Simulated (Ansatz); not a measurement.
```yaml
crystal:
  periodic: [false, false, false]
  atoms:
    - {symbol: N, position_ang: [0.000000, 0.000000, -0.127474]}
    - {symbol: Be, position_ang: [0.000000, 0.000000, 1.251877]}
    - {symbol: H, position_ang: [0.000000, 0.000000, -1.124403]}
basis:
  gaussian: {orbitals: def2-TZVP}
hamiltonian: {xc: pbe0}
relax: {f_tol: 0.004, max_steps: 80}
```

```sh
$ ansatz run in.yaml --threads 1 --pin off --events-out ev --progress --plain --max-ram 2176MiB
```

Steps of the relaxation (energy above the last step; positions in Å, forces in eV/Å):

```
3
step 1, 20.5 meV
N     0.000    0.000   -0.127    0.000    0.000    1.401
Be    0.000    0.000    1.252    0.000    0.000   -1.416
H     0.000    0.000   -1.124    0.000    0.000    0.014
```

```
3
step 2, 1.2 meV
N     0.000    0.000   -0.120    0.000    0.000    0.338
Be    0.000    0.000    1.237    0.000    0.000   -0.353
H     0.000    0.000   -1.117    0.000    0.000    0.015
```

```
3
step 3, 0.0 meV
N     0.000    0.000   -0.118    0.000    0.000   -0.017
Be    0.000    0.000    1.233    0.000    0.000    0.015
H     0.000    0.000   -1.115    0.000    0.000    0.002
```

```
3
step 5, 0.0 meV
N     0.000    0.000   -0.118    0.000    0.000    0.000
Be    0.000    0.000    1.233    0.000    0.000    0.000
H     0.000    0.000   -1.115    0.000    0.000    0.000
```

Close pairs at the end: N1–H3 0.996 Å, N1–Be2 1.351 Å.

A stationary point of restricted PBE0 after 5 steps (its stability towards spin polarisation wasn't tested); no frequencies were run, so it isn't proven a minimum. 7.5 s on 1 thread of Arm Neoverse N1, shared host.
